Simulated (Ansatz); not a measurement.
Born–Oppenheimer molecular dynamics of H$_{5}$Si (6 atoms, charge 0, multiplicity 2). It starts from a rough guess of a transition structure, not a stationary point.

The calculation used UKS B3LYP/def2-SVP (Ansatz).

- ensemble: NVE (velocity Verlet)
- time step: 0.5 fs
- steps asked: 150
- starting velocities drawn for: 100 K
- seed: 597959

First frame:

```xyz
6
Properties=species:S:1:pos:R:3
H -1.084 -0.628 -0.236
Si 0.513 0.294 0.107
H -1.921 -1.102 -0.405
H 0.387 0.742 1.484
H 0.537 1.380 -0.858
H 1.568 -0.686 -0.092
```

(1) How far do the bonds stretch over the last three quarters of this one trajectory? (Pairs bonded in most of those frames.)

## Answers

(1) 
| bond | mean (Å) | spread (Å) | shortest | longest |
| --- | --- | --- | --- | --- |
| H1–H3 | 0.786 | 0.080 | 0.66 | 0.90 |
| Si2–H4 | 1.501 | 0.039 | 1.44 | 1.56 |
| Si2–H5 | 1.497 | 0.029 | 1.45 | 1.54 |
| Si2–H6 | 1.497 | 0.036 | 1.44 | 1.55 |

Mean temperature of the second half: 806 K. The conserved energy stayed within 1.2 meV per atom of its start (net change 0.25 meV per atom), so the integration is sound. The kinetic energy rose, since the run started high on the potential surface and went downhill. It ends in pieces (H2 + H3Si), so much of that is their flight and rotation, not heat. A run of 0.075 ps of so small a system gives no equilibrium averages.

The run took 3.9 min on 1 thread of Arm Neoverse N1 (shared host), peak memory 0.1 GiB.
